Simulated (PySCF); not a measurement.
# BCl2 (SMILES Cl[B]Cl): UPBE0/STO-6G

Aim: the energy change on altering one bond length of BCl2 at UPBE0/STO-6G, from 2 runs. 

The results are computed with PySCF 2.14.0.

14 further runs of the same task are left out: 2 that didn't finish, 12 set aside as unsound or not needed.

### Step 1. The structure to begin with

BCl2: 3 atoms, total charge 0, spin state doublet. As SMILES, `Cl[B]Cl`. The coordinates come from a PBE0-D4/def2-TZVP relaxation.

Bond lengths: Cl1–B2 1.720 Å, B2–Cl3 1.720 Å. Angles: Cl1–B2–Cl3 125.4°.

### Step 2. A single-point energy at UPBE0/STO-6G

Contents of run.py:

```python
from pyscf import gto, dft

mol = gto.Mole()
mol.atom = [
    ('Cl', (0.371500, -1.525600, 0.030000)),
    ('B', (-0.463900, -0.050300, -0.256900)),
    ('Cl', (0.081500, 1.511100, 0.213700)),
]
mol.verbose = 3
mol.basis = 'sto-6g'
mol.max_memory = 1860
mol.spin = 1
mol.charge = 0
mol.build()

ks = dft.UKS(mol)
ks.xc = 'pbe0'
ks.conv_tol = 1e-10
ks.grids.level = 5
ks.kernel()
if not ks.converged:
    ks = ks.newton().run(ks.mo_coeff, ks.mo_occ)

energy = ks.e_tot
print('E(%s) = %.9f' % ('PBE0', energy))
```

On the command line:

```
$ OMP_NUM_THREADS=1 python run.py
```

What it wrote:

```text
converged SCF energy = -941.700509050245  <S^2> = 0.75345497  2S+1 = 2.003452
E(PBE0) = -941.700509050
```

Wall time 4.5 s (1 thread of AMD EPYC 7R43 (Zen 3), shared host); peak memory 0.21 GiB.

### Step 3. The distorted shape, same level

Contents of calc.py:

```python
from pyscf import gto, dft

mol = gto.M(
    atom='''
Cl     0.186731    -4.358200    -0.387938
B     -1.391946    -1.570287    -0.930101
Cl     0.154013     2.855565     0.403834
''',
    basis='sto-6g',
    spin=1,
    verbose=4,
    max_memory=1860,
    unit='bohr',
)

mf = dft.UKS(mol)
mf.xc = 'pbe0'
mf.conv_tol = 1e-10
mf.grids.level = 5
mf.kernel()
if not mf.converged:
    mf = mf.newton().run(mf.mo_coeff, mf.mo_occ)

etot = mf.e_tot
print('E(%s) = %.9f' % ('PBE0', etot))
```

On the command line:

```
$ OMP_NUM_THREADS=1 python calc.py
```

What it wrote:

```text
PySCF version 2.14.0

[INPUT] num. atoms = 3
[INPUT] num. electrons = 39
[INPUT] charge = 0
[INPUT] spin (= nelec alpha-beta = 2S) = 1
[INPUT] symmetry False subgroup None
[INPUT] Mole.unit = bohr
[INPUT] Symbol           X                Y                Z      unit          X                Y                Z       unit  Magmom
[INPUT]  1 Cl     0.098813789772  -2.306260120632  -0.205287948850 AA    0.186731000000  -4.358200000000  -0.387938000000 Bohr   0.0
[INPUT]  2 B     -0.736586102031  -0.830960095004  -0.492188253054 AA   -1.391946000000  -1.570287000000  -0.930101000000 Bohr   0.0
[INPUT]  3 Cl     0.081500169785   1.511099922301   0.213699749795 AA    0.154013000000   2.855565000000   0.403834000000 Bohr   0.0

nuclear repulsion = 83.4202528271168
number of shells = 13
number of NR pGTOs = 138
number of NR cGTOs = 23
basis = sto-6g
ecp = {}

******** <class 'pyscf.dft.uks.UKS'> ********
method = UKS
initial guess = minao
damping factor = 0
level_shift factor = 0
DIIS = <class 'pyscf.scf.diis.CDIIS'>
diis_start_cycle = 1
diis_space = 8
diis_damp = 0
SCF conv_tol = 1e-10
SCF conv_tol_grad = None
SCF max_cycles = 50
direct_scf = True
direct_scf_tol = 1e-13
number electrons alpha = 20  beta = 19
XC library pyscf.dft.libxc version 7.0.0
    S. Lehtola, C. Steigemann, M. J.T. Oliveira, and M. A.L. Marques.,  SoftwareX 7, 1–5 (2018)
XC functionals = pbe0
radial grids:
    Treutler-Ahlrichs [JCP 102, 346 (1995); DOI:10.1063/1.469408] (M4) radial grids

becke partition: Becke, JCP 88, 2547 (1988); DOI:10.1063/1.454033
pruning grids: <function nwchem_prune>
grids dens level: 5
symmetrized grids: False
atomic radii adjust function: <function treutler_atomic_radii_adjust>
small_rho_cutoff = 0
Set gradient conv threshold to 1e-05
tot grids = 129256
init E= -941.123975973613
[... the frontier-level lines of each cycle are left out ...]

cycle= 1 E= -941.421394174441  delta_E= -0.297  |g|= 0.285  |ddm|= 1.52
cycle= 2 E= -936.560275997178  delta_E= 4.86  |g|= 1.52  |ddm|= 3.39
cycle= 3 E= -941.554088789828  delta_E= -4.99  |g|= 0.148  |ddm|= 3.19
cycle= 4 E= -941.586127642654  delta_E= -0.032  |g|= 0.0293  |ddm|= 0.476
cycle= 5 E= -941.588886833942  delta_E= -0.00276  |g|= 0.0126  |ddm|= 0.131
cycle= 6 E= -941.589955298103  delta_E= -0.00107  |g|= 0.00563  |ddm|= 0.119
cycle= 7 E= -941.590119118976  delta_E= -0.000164  |g|= 0.00365  |ddm|= 0.0507
cycle= 8 E= -941.590157944514  delta_E= -3.88e-05  |g|= 0.0015  |ddm|= 0.0277
cycle= 9 E= -941.590161626715  delta_E= -3.68e-06  |g|= 0.000359  |ddm|= 0.00521
cycle= 10 E= -941.590161950305  delta_E= -3.24e-07  |g|= 7.11e-05  |ddm|= 0.00205
cycle= 11 E= -941.590161977203  delta_E= -2.69e-08  |g|= 2.15e-05  |ddm|= 0.000737
cycle= 12 E= -941.590161982557  delta_E= -5.35e-09  |g|= 6.8e-06  |ddm|= 0.000384
cycle= 13 E= -941.590161983309  delta_E= -7.53e-10  |g|= 1.3e-06  |ddm|= 0.000184
cycle= 14 E= -941.590161983325  delta_E= -1.57e-11  |g|= 6.95e-07  |ddm|= 2.57e-05
Extra cycle  E= -941.590161983325  delta_E=    0  |g|= 5.46e-07  |ddm|= 3.59e-06
converged SCF energy = -941.590161983325  <S^2> = 0.7923926  2S+1 = 2.0419526
E(PBE0) = -941.590161983
```

Run time: 7.8 s. Hardware: 1 thread of AMD EPYC 7R43 (Zen 3), shared host; peak memory 0.22 GiB.

### Step 4. Outcome

At UPBE0/STO-6G:

```
                                                          quantity          value
                                         first shape: total energy  -941.70051 Eh
                                        first shape: dipole moment         0.60 D
                   first shape: HOMO energy (highest over α and β)       -4.79 eV
                    first shape: LUMO energy (lowest over α and β)        0.17 eV
                                                 first shape: ⟨S²⟩          0.753
                                     distorted shape: total energy  -941.59016 Eh
                                    distorted shape: dipole moment         3.41 D
               distorted shape: HOMO energy (highest over α and β)       -5.78 eV
                distorted shape: LUMO energy (lowest over α and β)       -2.12 eV
                                             distorted shape: ⟨S²⟩          0.792
energy change with the B2–Cl3 bond stretched from 1.720 to 2.579 Å       3.003 eV
```

In words: With the B2–Cl3 bond stretched from 1.720 to 2.579 Å the energy rises by 3.00 eV (290 kJ/mol). The first shape isn't relaxed at this level, so the change isn't measured from a minimum. The minimal basis adds a large error of its own. Mulliken charges (distorted shape) run from -0.27 on Cl3 to +0.34 on B2.
